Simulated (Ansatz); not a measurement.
Barrier from CHN (SMILES [NH+]#[C-]) to the saddle point below; all geometries are those of the NHTBH38 set.
```xyz
3

C      0.0803     0.6203     0.0000
N      0.0803    -0.5681     0.0000
H     -1.0441     0.2551     0.0000
```

Total energies in hartree (Ansatz, a quantum-chemistry and plane-wave program). UHF or UKS for unpaired electrons; spin-orbit terms are left out. Correlated methods leave the cores frozen. No relativity. The T1 diagnostic of CHN (saddle point or complex, singlet) reaches 0.027 in the sets run.

```csv
species,HF/aug-cc-pVTZ,CCSD(T)/aug-cc-pVTZ,HF/aug-cc-pVQZ,CCSD(T)/aug-cc-pVQZ,CCSDT(Q)/aug-cc-pVTZ
"1: CHN (methanidylidyneazanium, SMILES [C-]#[NH+])",-92.89345,-93.25742,-92.89905,-93.27987,-93.25873
"2: CHN (complex or saddle point, singlet)",-92.83362,-93.20540,-92.83908,-93.22753,-93.20701
```

**Question.** Work out the barrier height (electronic, no zero-point energy) in kcal/mol: take Hartree-Fock from aug-cc-pVQZ, extrapolate the CCSD(T) correlation energy as X^-3 (X = 3, 4), and add CCSDT(Q) - CCSD(T) in aug-cc-pVTZ. 1 hartree = 627.51 kcal/mol.

**Answer.** 
Species 1: correlation (64·(-0.38082) - 27·(-0.36397))/37 = -0.39312; step -0.00131; E1 = -92.89905 + (-0.39312) + (-0.00131) = -93.29348
Species 2: correlation (64·(-0.38845) - 27·(-0.37178))/37 = -0.40061; step -0.00161; E2 = -92.83908 + (-0.40061) + (-0.00161) = -93.24130
-1·E1 +1·E2 = 0.05218 hartree = 32.7 kcal/mol. Published benchmark value: 33.1 kcal/mol (Zhao et al., NHTBH38), a best estimate, not a measurement. The composite differs from it by -0.4 kcal/mol; core, relativistic and spin-orbit terms are not in it.
